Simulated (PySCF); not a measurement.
**Shapes and spin states of PN2**

Computed with PySCF, PBE0, basis P def2-TZVP, N def2-TZVP (no relativity, density fitting).

Relaxations began from a few typed shapes and spin states; open shells are unrestricted. The search is not exhaustive: other isomers or separated fragments can lie lower, and high-lying points may rest on an excited occupation.

**Question.** Which is the lowest minimum found?
A. quartet C2v: P–N 1.623 Å (×2); N–P–N 106.1°
B. doublet D∞h: P–N 1.529 Å (×2); N–P–N 180.0°
C. quartet D∞h: P–N 1.630 Å (×2); N–P–N 180.0°

**Answer.** B. The others lie at 18.3 (quartet C2v), 219.6 (quartet D∞h, a saddle point) kJ/mol above it.

Starts that fell apart ended at -263 kJ/mol on the same scale (coarser grid).

For the lowest minimum: the spin densities have lower symmetry than the nuclear frame.
